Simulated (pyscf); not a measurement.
Structures and frequencies: ωB97X-D3(BJ)/def2-SVP in PySCF. Correlated levels are frozen-core, on RHF or UHF. ΔMP2 is the change of the MP2 total energy from the triple- to the quadruple-zeta basis.

Problem. For HCl (SMILES Cl) + H₃C–BH–Cl (SMILES CBCl) -> Cl–BH–Cl (SMILES ClBCl) + CH₄ (SMILES C), a four-centre exchange (singlet surface; Cl–H, B–C broken, B–Cl, C–H formed), PBE/def2-TZVP gives ΔE‡ = 17.2 kcal/mol and ΔE = -21.0 kcal/mol (zero: the separated reactants). In which direction and how far do r²SCAN/def2-TZVP, PBE0-D3(BJ)/def2-TZVP, CCSD(T)/def2-TZVPP + ΔMP2(QZVPP) move these?

Solution. r²SCAN: ΔE‡ = 18.8 kcal/mol, ΔE = -21.2 kcal/mol; PBE0-D3(BJ): ΔE‡ = 18.7 kcal/mol, ΔE = -20.3 kcal/mol; CCSD(T): ΔE‡ = 25.5 kcal/mol, ΔE = -19.6 kcal/mol. PBE's barrier lies under all of them, by 1.5 to 8.3 kcal/mol. Its reaction energy matches one of them and lies within 1.4 kcal/mol of the others. This is the saddle that the search found; another between the same sides may lie lower. The CCSD(T) − MP2 part came from Ansatz, without density fitting, on the same reference.
